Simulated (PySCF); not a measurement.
## Atomic charges against the basis set

Compound: C₇H₅N.
Atom-mapped SMILES: `[N:1]#[C:2][c:3]1[cH:4][cH:5][cH:6][cH:7][cH:8]1` (hydrogens: H9 on C4; H10 on C5; H11 on C6; H12 on C7; H13 on C8)

PBE0 throughout (PySCF), one geometry, spherical d and f functions. Geometry: PBE0-D3(BJ)/def2-SVP; no solvent, vibrations or thermal averaging. Atoms taken as equivalent share a column and are averaged. The first 7 of 9 kinds of atom are listed.

Mulliken charges (e):

| basis | functions | N1 | C2 | C3 | C4/C8 | C5/C7 | C6 | H9/H13 |
| --- | --- | --- | --- | --- | --- | --- | --- | --- |
| STO-3G | 45 | -0.188 | +0.071 | -0.011 | -0.067 | -0.079 | -0.074 | +0.103 |
| pcSseg-0 | 82 | -0.344 | +0.125 | -0.155 | -0.099 | -0.246 | -0.218 | +0.262 |
| 6-31G | 82 | -0.267 | +0.004 | +0.032 | -0.110 | -0.183 | -0.148 | +0.203 |
| 6-31G* | 122 | -0.354 | +0.150 | +0.058 | -0.156 | -0.177 | -0.154 | +0.202 |
| cc-pVDZ | 137 | -0.128 | -0.032 | -0.039 | +0.041 | +0.004 | +0.009 | +0.019 |
| def2-SVP | 137 | -0.008 | -0.070 | -0.146 | +0.041 | -0.018 | -0.005 | +0.036 |
| pcSseg-1 | 161 | -0.244 | +0.151 | -0.262 | +0.030 | -0.089 | -0.067 | +0.105 |
| aug-cc-pVDZ | 229 | -0.271 | -0.778 | +2.347 | +0.268 | +0.488 | +0.293 | -0.696 |
| 6-311+G(2d,p) | 246 | -0.265 | -0.557 | +1.363 | -0.451 | -0.083 | -0.098 | +0.131 |
| def2-TZVP | 278 | 0.000 | -0.250 | +0.316 | -0.225 | -0.095 | -0.112 | +0.145 |
| cc-pVTZ | 310 | -0.115 | -0.074 | +0.091 | -0.116 | -0.106 | -0.107 | +0.132 |
| IGLO-III | 330 | -0.298 | +0.013 | +0.190 | -0.120 | -0.067 | -0.093 | +0.123 |

IAO charges (e):

```json
{"basis": "STO-3G", "functions": "45", "N1": "-0.151", "C2": "+0.075", "C3": "-0.053", "C4/C8": "-0.114", "C5/C7": "-0.132", "C6": "-0.123", "H9/H13": "+0.151"}
{"basis": "pcSseg-0", "functions": "82", "N1": "-0.225", "C2": "+0.128", "C3": "-0.052", "C4/C8": "-0.124", "C5/C7": "-0.144", "C6": "-0.132", "H9/H13": "+0.168"}
{"basis": "6-31G", "functions": "82", "N1": "-0.228", "C2": "+0.124", "C3": "-0.038", "C4/C8": "-0.130", "C5/C7": "-0.145", "C6": "-0.135", "H9/H13": "+0.170"}
{"basis": "6-31G*", "functions": "122", "N1": "-0.236", "C2": "+0.133", "C3": "-0.044", "C4/C8": "-0.123", "C5/C7": "-0.140", "C6": "-0.128", "H9/H13": "+0.165"}
{"basis": "cc-pVDZ", "functions": "137", "N1": "-0.227", "C2": "+0.127", "C3": "-0.043", "C4/C8": "-0.126", "C5/C7": "-0.142", "C6": "-0.131", "H9/H13": "+0.167"}
{"basis": "def2-SVP", "functions": "137", "N1": "-0.226", "C2": "+0.128", "C3": "-0.045", "C4/C8": "-0.122", "C5/C7": "-0.139", "C6": "-0.128", "H9/H13": "+0.164"}
{"basis": "pcSseg-1", "functions": "161", "N1": "-0.237", "C2": "+0.136", "C3": "-0.046", "C4/C8": "-0.126", "C5/C7": "-0.143", "C6": "-0.132", "H9/H13": "+0.169"}
{"basis": "aug-cc-pVDZ", "functions": "229", "N1": "-0.243", "C2": "+0.139", "C3": "-0.043", "C4/C8": "-0.129", "C5/C7": "-0.146", "C6": "-0.134", "H9/H13": "+0.171"}
{"basis": "6-311+G(2d,p)", "functions": "246", "N1": "-0.245", "C2": "+0.140", "C3": "-0.045", "C4/C8": "-0.128", "C5/C7": "-0.146", "C6": "-0.134", "H9/H13": "+0.171"}
{"basis": "def2-TZVP", "functions": "278", "N1": "-0.244", "C2": "+0.140", "C3": "-0.044", "C4/C8": "-0.128", "C5/C7": "-0.145", "C6": "-0.134", "H9/H13": "+0.171"}
{"basis": "cc-pVTZ", "functions": "310", "N1": "-0.241", "C2": "+0.138", "C3": "-0.044", "C4/C8": "-0.129", "C5/C7": "-0.146", "C6": "-0.134", "H9/H13": "+0.171"}
{"basis": "IGLO-III", "functions": "330", "N1": "-0.245", "C2": "+0.140", "C3": "-0.045", "C4/C8": "-0.129", "C5/C7": "-0.146", "C6": "-0.135", "H9/H13": "+0.172"}
```

Hirshfeld charges (e):

```csv
basis,functions,N1,C2,C3,C4/C8,C5/C7,C6,H9/H13
STO-3G,45,-0.168,+0.036,+0.023,-0.011,-0.019,-0.013,+0.038
pcSseg-0,82,-0.206,+0.063,+0.015,-0.027,-0.034,-0.028,+0.058
6-31G,82,-0.213,+0.064,+0.017,-0.028,-0.037,-0.031,+0.061
6-31G*,122,-0.223,+0.069,+0.016,-0.027,-0.037,-0.030,+0.062
cc-pVDZ,137,-0.209,+0.066,+0.013,-0.028,-0.037,-0.031,+0.060
def2-SVP,137,-0.215,+0.073,+0.012,-0.029,-0.037,-0.031,+0.061
pcSseg-1,161,-0.218,+0.075,+0.009,-0.029,-0.038,-0.032,+0.063
aug-cc-pVDZ,229,-0.221,+0.073,+0.007,-0.031,-0.041,-0.035,+0.067
"6-311+G(2d,p)",246,-0.224,+0.072,+0.005,-0.029,-0.040,-0.034,+0.067
def2-TZVP,278,-0.224,+0.074,+0.008,-0.029,-0.040,-0.034,+0.066
cc-pVTZ,310,-0.222,+0.074,+0.010,-0.029,-0.039,-0.033,+0.064
IGLO-III,330,-0.223,+0.074,+0.008,-0.030,-0.040,-0.034,+0.066
```

ESP-fitted charges (e):

```csv
basis,functions,N1,C2,C3,C4/C8,C5/C7,C6,H9/H13
STO-3G,45,-0.393,+0.368,-0.077,-0.079,-0.060,-0.063,+0.097
pcSseg-0,82,-0.493,+0.454,-0.069,-0.152,-0.119,-0.128,+0.168
6-31G,82,-0.481,+0.438,-0.073,-0.132,-0.109,-0.121,+0.153
6-31G*,122,-0.427,+0.320,+0.028,-0.158,-0.112,-0.118,+0.159
cc-pVDZ,137,-0.401,+0.289,+0.025,-0.146,-0.116,-0.109,+0.156
def2-SVP,137,-0.423,+0.323,+0.012,-0.146,-0.109,-0.111,+0.154
pcSseg-1,161,-0.437,+0.331,+0.023,-0.165,-0.123,-0.121,+0.170
aug-cc-pVDZ,229,-0.436,+0.298,+0.102,-0.191,-0.103,-0.128,+0.167
"6-311+G(2d,p)",246,-0.430,+0.276,+0.131,-0.203,-0.109,-0.136,+0.172
def2-TZVP,278,-0.426,+0.272,+0.133,-0.202,-0.103,-0.134,+0.169
cc-pVTZ,310,-0.419,+0.269,+0.120,-0.194,-0.100,-0.130,+0.166
IGLO-III,330,-0.429,+0.273,+0.136,-0.203,-0.099,-0.133,+0.169
```

Q: Which scheme is steadiest as the basis changes?

A: Largest range over the bases for any column: Hirshfeld 0.06 e, IAO 0.09 e, ESP-fitted 0.21 e, Mulliken 2.61 e. Hirshfeld charges move least and Mulliken charges most, counted in e. Without the minimal STO-3G basis the ranges are Hirshfeld 0.02, IAO 0.02, ESP-fitted 0.21, Mulliken 2.61 e.

Q: How much do the charges still move between the two largest bases, cc-pVTZ and IGLO-III?

A: At most, over all atoms: Mulliken 0.183 e, IAO 0.004 e, Hirshfeld 0.003 e, ESP-fitted 0.017 e.

Q: What do the same runs give for the total energy, the frontier levels and the dipole moment?

A: 
```json
{"basis": "STO-3G", "energy (Eh)": "-320.1159", "HOMO (eV)": "-6.00", "LUMO (eV)": "1.18", "μ (D)": "3.59"}
{"basis": "pcSseg-0", "energy (Eh)": "-323.3889", "HOMO (eV)": "-8.00", "LUMO (eV)": "-1.61", "μ (D)": "4.63"}
{"basis": "6-31G", "energy (Eh)": "-324.0214", "HOMO (eV)": "-7.63", "LUMO (eV)": "-1.25", "μ (D)": "4.57"}
{"basis": "6-31G*", "energy (Eh)": "-324.0991", "HOMO (eV)": "-7.56", "LUMO (eV)": "-1.29", "μ (D)": "4.58"}
{"basis": "cc-pVDZ", "energy (Eh)": "-324.1285", "HOMO (eV)": "-7.68", "LUMO (eV)": "-1.44", "μ (D)": "4.41"}
{"basis": "def2-SVP", "energy (Eh)": "-323.8698", "HOMO (eV)": "-7.77", "LUMO (eV)": "-1.53", "μ (D)": "4.46"}
{"basis": "pcSseg-1", "energy (Eh)": "-324.0638", "HOMO (eV)": "-7.87", "LUMO (eV)": "-1.65", "μ (D)": "4.63"}
{"basis": "aug-cc-pVDZ", "energy (Eh)": "-324.1414", "HOMO (eV)": "-7.82", "LUMO (eV)": "-1.66", "μ (D)": "4.72"}
{"basis": "6-311+G(2d,p)", "energy (Eh)": "-324.1886", "HOMO (eV)": "-7.83", "LUMO (eV)": "-1.68", "μ (D)": "4.76"}
{"basis": "def2-TZVP", "energy (Eh)": "-324.2160", "HOMO (eV)": "-7.81", "LUMO (eV)": "-1.64", "μ (D)": "4.72"}
{"basis": "cc-pVTZ", "energy (Eh)": "-324.2077", "HOMO (eV)": "-7.78", "LUMO (eV)": "-1.60", "μ (D)": "4.66"}
{"basis": "IGLO-III", "energy (Eh)": "-324.2208", "HOMO (eV)": "-7.83", "LUMO (eV)": "-1.68", "μ (D)": "4.73"}
```

The dipole is fixed by the density alone, so its range of 1.17 D shows that the density itself changes with the basis, not only its division among atoms.
